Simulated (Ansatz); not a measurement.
Input file:

```yaml
crystal:
  periodic: [false, false, false]
  atoms:
    - {symbol: Cl, position_ang: [0.000000, 0.000000, -1.778800]}
    - {symbol: B, position_ang: [0.000000, 0.000000, -0.086600]}
    - {symbol: Ge, position_ang: [0.000000, 0.000000, 1.865400]}
basis:
  gaussian: {orbitals: cc-pVDZ}
total_charge: 1
magnetization: {spin_polarized: true, initial_magnetization: 3}
hamiltonian: {xc: {name: B2PLYP}}
correlation: {electrons: outside_noble_gas}
```

```sh
$ ansatz run in.yaml --threads 1 --pin off --events-out ev --progress --plain --max-ram 2393MiB
```

The program prints:

```
656 factors; integrals over basis functions are off by at most 9.9e-4 eV
mean field evaluation 1: about -69681.7576 eV, gradient 2.4e1 eV
mean field evaluation 2: about -69681.8649 eV, gradient 2.4e1 eV
mean field evaluation 4: about -69686.7280 eV, gradient 7.9e0 eV
mean field evaluation 8: about -69687.2826 eV, gradient 2.8e-1 eV
mean field evaluation 16: about -69687.2856 eV, gradient 4.6e-4 eV
mean field evaluation 32: about -69685.8243 eV, gradient 3.5e0 eV
mean field -69687.28557987 eV, -2560.9605093216 hartree, gradient 7.3e-6 eV, S^2 3.754744; 2 other end points of the search recorded, 0 dependent functions left out
20 core orbitals not correlated: weight in the atoms' cores, before any rotation towards them, 0.999 or more for the frozen orbitals, at most 0.000 for the correlated occupied ones
reference -69687.28570107 eV, -2560.9605137755 hartree; 8, 5 occupied and 31, 34 virtual orbitals, 656 factors
second order -8.48830654 eV of doubles, -0.00000000 eV of singles
Total energy: -69689.57754383 eV, -2561.0447374437 hartree
```

Ran on 1 thread of AMD EPYC, shared host: 13 s wall, 0.18 GiB peak host memory.
